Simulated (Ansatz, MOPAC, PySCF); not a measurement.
Process, species as SMILES: FC(C)F [1,1-difluoroethane] + 3 [H][H] (H2) → 2 C (CH4) + 2 F (HF)

Wanted: energy of full hydrogenation (enthalpy at 298 K), in kcal/mol. Set-up: 6-31G* and kin with 6d, 5d where marked; spin-orbit terms left out; non-relativistic; no dispersion term unless named. Ab initio and DFT rows: single points at B3LYP-D3(BJ) geometries (Ansatz, a quantum-chemistry and plane-wave program), with unscaled harmonic terms from B3LYP/6-31G* (Ansatz) at its own minima. Semi-empirical rows: MOPAC heats of formation at their own minima for 298 K.

| species | coefficient | E at M06-2X/6-31G* (5d) (PySCF), Eh | E at PBE0/def2-TZVPD (Ansatz), Eh | H(298 K) - E, kcal/mol | heat of formation at PM6 (MOPAC), kcal/mol |
|---|---|---|---|---|---|
| CC(F)F | -1 | -278.18812 | -278.14615 | 41.59 | -117.06 |
| [H][H] (H2) | -3 | -1.16368 | -1.16825 | 8.44 | -25.73 |
| C (CH4) | +2 | -40.48157 | -40.47422 | 30.76 | -12.29 |
| F (HF) | +2 | -100.38269 | -100.39481 | 7.76 | -63.61 |

Measured values: Active Thermochemical Tables 1.112 (ions: stationary electron), as tabulated in the package chemicals; CRC Handbook, as tabulated in the package chemicals; they hold spin-orbit and core effects, anharmonicity.  Value to compare with, the measured value: -47.2 kcal/mol. 1 Eh = 627.5095 kcal/mol.

Problem. Compute it at each level from the table, and compare with the measured value.

Solution. 
- M06-2X/6-31G* (5d): the sum of coefficient times E is -0.04936 Eh, or -30.97 kcal/mol; the thermal terms add 10.13. Result: -20.8 kcal/mol. Its error against the measured value is 26.4 kcal/mol.
- PBE0/def2-TZVPD: the sum of coefficient times E is -0.08716 Eh, or -54.69 kcal/mol; the thermal terms add 10.13. Result: -44.6 kcal/mol. Its error against the measured value is 2.6 kcal/mol.
- PM6: the sum of coefficient times heat of formation is 42.45 kcal/mol; it needs no thermal term. Its error against the measured value is 89.7 kcal/mol.
